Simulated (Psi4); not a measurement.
# AlO (oxoaluminum) at UPBE/def2-TZVPPD

What is the vertical ionisation energy of AlO (oxoaluminum) at UPBE/def2-TZVPPD? 

The calculation is run with Psi4 1.11.

3 further runs of the same task are left out: 1 that didn't finish, 2 set aside as unsound or not needed.

## 1. The system as given

The species is AlO (2 atoms), meant as a doublet with charge 0. As SMILES, `[O]=[Al]`. Geometry: relaxed at PBE0-D4/def2-TZVP.

Bond lengths: O1–Al2 1.620 Å.

## 2. Energy and gradient at UPBE/def2-TZVPPD

calc.dat reads:

```
memory 1600 mb

molecule m {
  0 2
  O      0.00000000     0.00000000    -0.04709198
  Al     0.00000000     0.00000000     3.01405648
  units bohr
  symmetry c1
  no_reorient
  no_com
}

set reference uks
set puream true
set e_convergence 1e-09
set d_convergence 1e-08
set scf_type pk
set dft_radial_points 99
set dft_spherical_points 590
set maxiter 100

E, wfn = gradient("pbe/def2-TZVPPD", return_wfn=True)
```

On the command line:

```bash
$ psi4 -i calc.dat -o calc.out -n 1
```

calc.out:

```text
[...]
  Running in c1 symmetry.
[...]
  Nuclear repulsion =   33.974177129586195
[...]
  Multiplicity = 2
[...]
  Nalpha       = 11
  Nbeta        = 10
[...]
    Number of basis functions: 88
[...]
   @UKS iter   1:  -316.89503110887989    3.46976e-02   1.28168e-02 ADIIS/DIIS
[...]
   @UKS iter  14:  -317.44788853880050   -1.30740e-12   4.75059e-09 DIIS
[...]
   @S^2 Observed:                7.546159420E-01
[...]
    Orbital Energies [Eh]
    ---------------------
    Alpha Occupied:
       1A    -55.400130     2A    -18.721158     3A     -3.959416
       4A     -2.562637     5A     -2.562637     6A     -2.559685
       7A     -0.804660     8A     -0.329677     9A     -0.246611
      10A     -0.246611    11A     -0.243242
    Alpha Virtual:
      12A     -0.085349    13A     -0.085349    14A     -0.018619
      15A      0.005064    16A      0.050997    17A      0.050997
      18A      0.067940    19A      0.067940    20A      0.070613
      21A      0.103976    22A      0.103976    23A      0.108830
      24A      0.203185    25A      0.207540    26A      0.207540
[...]
  @UKS Final Energy:  -317.44788853880050
   => Energetics <=
    Nuclear Repulsion Energy =             33.9741771295861952
    One-Electron Energy =                -508.7260844353850189
    Two-Electron Energy =                 184.2791724103951196
    DFT Exchange-Correlation Energy =     -26.9751536433968191
    Empirical Dispersion Energy =           0.0000000000000000
    VV10 Nonlocal Energy =                  0.0000000000000000
    Total Energy =                       -317.4478885388004983
[...]
 Multipole Moments:
 ------------------------------------------------------------------------------------
     Multipole            Electronic (a.u.)      Nuclear  (a.u.)        Total (a.u.)
 ------------------------------------------------------------------------------------
 L = 1.  Multiply by 2.5417464519 to convert [e a0] to [Debye]
 Dipole X            :          0.0000000            0.0000000            0.0000000
 Dipole Y            :          0.0000000            0.0000000            0.0000000
 Dipole Z            :        -37.1706826           38.8059984            1.6353158
 Magnitude           :                                                    1.6353158
[...]
  -Total Gradient:
     Atom            X                  Y                   Z
    ------   -----------------  -----------------  -----------------
       1       -0.000000000000    -0.000000000001     0.009392298005
       2       -0.000000000000     0.000000000001    -0.009388868691
[...]
```

Run time: 16 s. Hardware: 1 thread of Intel Xeon Platinum 8259CL at 2.50GHz (Skylake/Cascade Lake), shared host; peak memory 0.59 GiB.

## 3. The singlet cation: the energy at PBE/def2-TZVPPD

alo.xyz reads:

```xyz
2
AlO
O      0.000000     0.000000    -0.024920
Al     0.000000     0.000000     1.594970
```

calc.py reads:

```python
import psi4

psi4.set_memory(1600000000)
psi4.set_num_threads(1)
psi4.core.set_output_file('alo.out', False)

with open('alo.xyz') as f:
    atoms = ''.join(f.readlines()[2:])
m = psi4.geometry('1 1\n' + atoms + 'symmetry c1\nno_reorient\nno_com')

psi4.set_options({
    'basis': 'def2-TZVPPD',
    'puream': True,
    'e_convergence': 1e-09,
    'd_convergence': 1e-08,
    'scf_type': 'pk',
    'dft_radial_points': 99,
    'dft_spherical_points': 590,
})

E, wfn = psi4.energy('pbe', molecule=m, return_wfn=True)
print(f'pbe energy: {E:.10f} Eh')
```

On the command line:

```bash
$ python calc.py
```

alo.out:

```text
[...]
  Running in c1 symmetry.
[...]
  Nuclear repulsion =   33.974177203192809
[...]
  Multiplicity = 1
[...]
  Nalpha       = 10
  Nbeta        = 10
[...]
    Number of basis functions: 88
[...]
   @RKS iter   1:  -316.48840840577003    4.41321e-01   1.25827e-02 ADIIS/DIIS
[...]
   @RKS iter  13:  -317.07487003587505   -4.79190e-11   4.31309e-09 DIIS
[...]
    Orbital Energies [Eh]
    ---------------------
    Doubly Occupied:
       1A    -55.764444     2A    -19.018884     3A     -4.313824
       4A     -2.915929     5A     -2.915929     6A     -2.915251
       7A     -1.080144     8A     -0.599688     9A     -0.514438
      10A     -0.514438
[...]
  @RKS Final Energy:  -317.07487003587505
   => Energetics <=
    Nuclear Repulsion Energy =             33.9741772031928093
    One-Electron Energy =                -502.0071651273775615
    Two-Electron Energy =                 177.6495346345747066
    DFT Exchange-Correlation Energy =     -26.6914167462650411
    Empirical Dispersion Energy =           0.0000000000000000
    VV10 Nonlocal Energy =                  0.0000000000000000
    Total Energy =                       -317.0748700358750511
[...]
 Multipole Moments:
 ------------------------------------------------------------------------------------
     Multipole            Electronic (a.u.)      Nuclear  (a.u.)        Total (a.u.)
 ------------------------------------------------------------------------------------
 L = 1.  Multiply by 2.5417464519 to convert [e a0] to [Debye]
 Dipole X            :          0.0000000            0.0000000            0.0000000
 Dipole Y            :          0.0000002            0.0000000            0.0000002
 Dipole Z            :        -34.2180909           38.8059984            4.5879075
 Magnitude           :                                                    4.5879075
[...]
```

Standard output:

```text
pbe energy: -317.0748700359 Eh
```

It took 8.4 s on 1 thread of Intel Xeon Platinum 8259CL at 2.50GHz (Skylake/Cascade Lake), shared host; peak memory 0.58 GiB.

## 4. What came out

At UPBE/def2-TZVPPD:

| quantity | value |
| --- | --- |
| doublet AlO: total energy | -317.44789 Eh |
| doublet AlO: dipole moment | 4.16 D |
| doublet AlO: HOMO energy (highest over α and β) | -6.52 eV |
| doublet AlO: LUMO energy (lowest over α and β) | -5.29 eV |
| doublet AlO: ⟨S²⟩ | 0.755 |
| doublet AlO: largest force on an atom | 0.483 eV/Å |
| singlet cation: total energy | -317.07487 Eh |
| singlet cation: HOMO energy | -14.00 eV |
| singlet cation: LUMO energy | -13.67 eV |
| singlet cation: HOMO–LUMO gap | 0.33 eV |
| vertical ionisation energy (to the singlet cation) | 10.150 eV |

In words: Removing an electron at fixed nuclei costs 10.15 eV (234 kcal/mol). The largest force (doublet AlO) is 0.48 eV/Å: the shape isn't a stationary point for this species at this level. Only the singlet of the ionised species was computed; a triplet could lie lower.
